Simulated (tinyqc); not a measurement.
Worked calculation: Pariser-Parr-Pople SCF with singles CI, for the molecule C=CC(=C)N (SMILES; centres numbered as the heavy atoms are written). One step of it, computed by the program tinyqc.

Task: PPP integrals. Mataga-Nishimoto: gamma = 14.399645/(R + a), a = 2 x 14.399645/(gamma_rr + gamma_ss); H_rr = -W_r - sum_(s != r) z_s gamma_rs; H_rs = beta for bonds.

Centres (angstrom, eV; a flat drawing with bonds scaled to 1.40 angstrom):
```
centre          x          y  core charge z          W   gamma_rr
1C      -1.940000   0.000000              1  11.160000  11.130000
2C      -0.727000   0.700000              1  11.160000  11.130000
3C       0.485000   0.000000              1  11.160000  11.130000
4C       1.697000   0.700000              1  11.160000  11.130000
5N       0.485000  -1.400000              2  25.600000  16.800000
```

Resonance integrals (eV):
```
i  j       beta
1  2  -2.390000
2  3  -2.390000
3  4  -2.390000
3  5  -2.240000
```

Give: repulsion gamma_rs; core matrix H.

Result:

repulsion gamma_rs (eV), lower triangle:
```
         1C       2C       3C       4C       5N
1C  11.1300
2C   5.3446  11.1300
3C   3.8722   5.3463  11.1300
4C   2.8814   3.8732   5.3463  11.1300
5N   3.7585   4.1668   5.9230   4.1668  16.8000
```

core matrix H (eV), lower triangle:
```
          1C        2C        3C        4C        5N
1C  -30.7751
2C   -2.3900  -34.0577
3C    0.0000   -2.3900  -37.5708
4C    0.0000    0.0000   -2.3900  -31.5945
5N    0.0000    0.0000   -2.2400    0.0000  -43.6152
```
